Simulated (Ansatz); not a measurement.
Process, species as SMILES: [CH3] (CH3) → C atom + 3 H atom
B3LYP-D3(BJ)/def2-TZVP geometries, fixed; electronic energies without zero-point terms.

Effect of a fitting basis named in the input at MP2/aug-cc-pVQZ with Ansatz (a program for electronic structure), against the last row, where the atomisation energy is 303.72 kcal/mol. Cores are frozen. Open shells are unrestricted. The default fits or decomposes integrals by the program's own choice; accuracy: high also tightens integrals, grids and stops.

```json
[
 {"setting": "fitting: def2-universal-jkfit and def2-SVP-RIFIT", "largest shift of a total energy (mEh)": "1.468", "shift of the atomisation energy (kcal/mol)": "-1.487"},
 {"setting": "fitting: def2-universal-jkfit and cc-pVDZ-RIFIT", "largest shift of a total energy (mEh)": "1.814", "shift of the atomisation energy (kcal/mol)": "-1.576"},
 {"setting": "fitting: def2-universal-jkfit and cc-pVTZ-RIFIT", "largest shift of a total energy (mEh)": "-0.309", "shift of the atomisation energy (kcal/mol)": "-0.230"},
 {"setting": "fitting: def2-universal-jkfit and aug-cc-pVTZ-RIFIT", "largest shift of a total energy (mEh)": "-0.237", "shift of the atomisation energy (kcal/mol)": "-0.174"},
 {"setting": "fitting: def2-universal-jkfit and cc-pVQZ-RIFIT", "largest shift of a total energy (mEh)": "0.042", "shift of the atomisation energy (kcal/mol)": "-0.036"},
 {"setting": "fitting: def2-universal-jkfit and aug-cc-pVQZ-RIFIT", "largest shift of a total energy (mEh)": "0.047", "shift of the atomisation energy (kcal/mol)": "-0.014"},
 {"setting": "accuracy: high", "largest shift of a total energy (mEh)": "0.000", "shift of the atomisation energy (kcal/mol)": "0.000"},
 {"setting": "accuracy: medium (default)", "largest shift of a total energy (mEh)": "0.000", "shift of the atomisation energy (kcal/mol)": "0.000"}
]
```

Within 0.05 kcal/mol in the atomisation energy: fitting: def2-universal-jkfit and cc-pVQZ-RIFIT; fitting: def2-universal-jkfit and aug-cc-pVQZ-RIFIT; accuracy: high. The largest shift is 1.814 mEh in a total energy and 1.576 kcal/mol in the difference.
